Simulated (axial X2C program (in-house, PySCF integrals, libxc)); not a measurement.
# Worked dissociation energy of NO: PBE0, scalar-relativistic

All values were computed with an in-house all-electron X2C program for linear molecules (integrals from PySCF). Spin-free means the one-electron spin-free X2C Hamiltonian. Basis: O dyall-av3z [7s6p3d2f], N dyall-av3z [7s7p3d2f] (cores contracted in-house); Gaussian nuclei, density fitting, unrestricted open shells. Masses: O 15.995 u, N 14.003 u.

Molecular state: M_S = 1/2, Λ = 1 (beyond evenly filled blocks: π+α).

```
E(O) (2M_S = 2, M_L = 0) : -75.075790 hartree
E(N) (2M_S = 3, M_L = 0) : -54.576345 hartree
E(NO) at Re              : -129.893835 hartree
ωe                       : 2023.9 cm⁻¹
ωexe                     : 11.9 cm⁻¹
```

Q: Work out De and D0.

A: De = -75.075790 + (-54.576345) − (-129.893835) = 0.24170 hartree = 6.577 eV. The zero-point energy is ωe/2 − ωexe/4 = 1009 cm⁻¹ = 0.125 eV, so D0 = 6.452 eV.

The state is a single determinant with fixed occupations, the lowest that a limited PBE0 search found. Dissociation energies refer to the lowest single-determinant-based atoms at the same level and basis. Without a current term, density functionals place determinants with orbital angular momentum somewhat too high.

Each atomic determinant is the lowest at this level and need not be a pure term. Totals compare only within one Hamiltonian and basis.
